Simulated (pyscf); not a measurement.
Structures and frequencies: ωB97X-D3(BJ)/def2-SVP in PySCF.

SMILES: CC(C)[O][Al]([OH])[OH]
```xyz
16

C     -0.5487     0.4047    -1.8120
C      0.4959     0.9693    -0.8523
C      0.0362     2.2758    -0.2096
O      0.8062     0.0180     0.1457
Al    -0.1838    -0.6869     1.3287
O      0.4540    -1.8215     2.4189
O     -1.8259    -0.2525     1.4215
H     -0.7537     1.1025    -2.6395
H     -0.1955    -0.5465    -2.2403
H     -1.4933     0.2200    -1.2725
H      1.4286     1.1597    -1.4150
H     -0.9020     2.1106     0.3470
H     -0.1434     3.0555    -0.9670
H      0.8020     2.6434     0.4915
H      1.3682    -2.1120     2.4196
H     -2.4468    -0.6082     2.0602
```

Q: How much does it cost (ΔH, 298 K, ωB97M-D3(BJ)/def2-TZVP) to split H₃C–CH(CH₃)–O–Al(OH)–OH (SMILES CC(C)[O][Al]([OH])[OH]) at its C–O bond into H₃C–CH•–CH₃ + •O–Al(OH)–OH?

A: C–O to H₃C–CH•–CH₃ + •O–Al(OH)–OH: 97.8 kcal/mol. The 7 functionals that were run give +91.2 (r²SCAN) to +100.7 kcal/mol (M06-2X). The radicals are drawn with the spin at the cut bond; how far it spreads was not checked. Other isomers of H₃C–CH•–CH₃, •O–Al(OH)–OH were not searched in full and may lie lower.
